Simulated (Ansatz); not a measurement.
in.yaml

```yaml
crystal:
  periodic: [false, false, false]
  atoms:
    - {symbol: Ge, position_ang: [0.000000, 0.000000, -2.596412]}
    - {symbol: Mg, position_ang: [0.000000, 0.000000, -0.043794]}
    - {symbol: H, position_ang: [0.000000, 0.000000, 2.640206]}
basis:
  gaussian: {orbitals: def2-mTZVP, fitting: {mean_field: def2-universal-jkfit}}
magnetization: {spin_polarized: false, initial_magnetization: 3}
correlation: {method: ccsd_t, electrons: valence}
accuracy: high
scf: {omitted_lower_state_checks: [cluster_reference]}
```

```sh
$ ansatz run in.yaml --threads 1 --pin off --events-out ev --progress --plain --max-ram 2393MiB
```

Output:

```
these checks for a lower state are left out or cut short: cluster_reference
396 factors; integrals over basis functions are off by at most 1.2e0 eV
mean field evaluation 1: about -61916.8963 eV, gradient 5.1e0 eV
mean field evaluation 2: about -61917.1433 eV, gradient 2.1e0 eV
mean field evaluation 4: about -61917.2718 eV, gradient 1.3e0 eV
mean field evaluation 8: about -61917.4490 eV, gradient 2.7e0 eV
mean field evaluation 16: about -61917.2966 eV, gradient 3.5e-1 eV
mean field -61917.62566309 eV, -2275.4307738445 hartree, gradient 1.6e-8 eV, S^2 3.750000; 2 other end points of the search recorded, 0 dependent functions left out
10 core orbitals not correlated: weight in the atoms' cores, before any rotation towards them, 1.000 or more for the frozen orbitals, at most 0.000 for the correlated occupied ones
reference -61917.62566309 eV, -2275.4307738445 hartree; 14, 11 occupied and 29, 32 virtual orbitals, 396 factors
second order -7.23425470 eV of doubles, -0.03783375 eV of singles
cycle   1  -7.44402557 eV  change   -1.7e-1 eV  update   1.0e-1
cycle   2  -7.89139242 eV  change   -4.5e-1 eV  update   5.9e-2
cycle   3  -7.98037256 eV  change   -8.9e-2 eV  update   3.7e-2
cycle   4  -7.98323805 eV  change   -2.9e-3 eV  update   1.8e-2
cycle   5  -8.00236977 eV  change   -1.9e-2 eV  update   1.3e-2
...
cycle  21  -8.01499929 eV  change    6.2e-7 eV  update   3.9e-7
cycle  22  -8.01499895 eV  change    3.4e-7 eV  update   2.1e-7
cycle  23  -8.01499888 eV  change    7.0e-8 eV  update   9.1e-8
cycle  24  -8.01499891 eV  change   -3.5e-8 eV  update   5.5e-8
cycle  25  -8.01499896 eV  change   -4.6e-8 eV  update   6.4e-8
cycle  26  -8.01499895 eV  change    7.8e-9 eV  update   3.1e-8
cycle  27  -8.01499896 eV  change   -8.2e-9 eV  update   1.6e-8
cycle  28  -8.01499896 eV  change   8.1e-10 eV  update   8.4e-9
cycle  29  -8.01499896 eV  change   -1.3e-9 eV  update   4.4e-9
cycle  30  -8.01499896 eV  change  -2.2e-10 eV  update   2.3e-9
perturbative correction -0.23916500 eV, -0.0087891517 hartree
Total energy: -61925.87982705 eV, -2275.7341087752 hartree
Checks for a lower state left out: cluster_reference
```

Ran on 1 thread of Arm Neoverse V1, shared host: 5.5 s wall, 0.15 GiB peak host memory.
